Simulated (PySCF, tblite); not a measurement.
**C₂H₂F₃ radical, a cluster model of a defect (C site with back bonds F, F, F): EPR parameters**

What EPR parameters should one expect for `[CH2]C(F)(F)F`? It is drawn as: carbon radical.

Programs: tblite 0.8.0 and PySCF 2.14.0. All values are calculated, for the isolated system unless a continuum is named. Atoms count from 0, parts from 1.

### 1 Starting point

7 atoms, charge 0, multiplicity 2; geometry: distance geometry start.

### 2 Relaxing the cluster with GFN2-xTB

What the job is given:

```
{"job": {"kind": "relax", "xc": "GFN2-xTB", "basis": "xTB"}, "charge": 0, "multiplicity": 2}
C     -0.598489     0.015023     0.012575
F     -0.491150    -0.062704     1.402739
F     -1.267722    -1.055475    -0.569341
F     -1.090595     1.244112    -0.409098
C      0.855486    -0.037681    -0.468611
H      1.321087     0.872014     0.004512
H      1.285885    -0.935059     0.016663
```

Level: GFN2-xTB geometry optimisation, gas phase.

Launch:

```sh
$ OMP_NUM_THREADS=1 python cluster_run.py task.json out
```

One launch serves the whole session: the jobs run in the order shown.

**Question.** The jobs that follow are: PBE0-D3(BJ)/def2-SVP geometry optimisation, gas phase; UKS B3LYP, IGLO-III on C F, pcH-1 on H, non-relativistic, mean-field spin-orbit, GIAO; UKS BHandHLYP, IGLO-III on C F, pcH-1 on H, non-relativistic, mean-field spin-orbit, GIAO. Predict: rotational constants (main isotopes); g(iso) (B3LYP); ⟨S²⟩; largest a(iso) (averaged by class).

As calculated:

```
                            quantity                 value
rotational constants (main isotopes)  5.61, 5.51, 5.38 GHz
                      g(iso) (B3LYP)               2.00236
                                ⟨S²⟩    0.754 (exact 0.75)
  largest a(iso) (averaged by class)  19F on F1, 164.0 MHz
```

Over 8 steps the energy fell by 0.074 eV; of the close pairs, C0–C4 changed most, 1.449 to 1.480 Å (PBE0/def2-SVP). No frequency check was run at this level, so the end point may be a saddle. C4 carries the largest spin population, 1.10 e. The isotropic g lies 0.0 ppt above the free-electron value. The coupling of 19F on F1 runs from 164.0 (B3LYP/IGLO-III+pcH-1) to 180.1 MHz (BHandHLYP/IGLO-III+pcH-1).
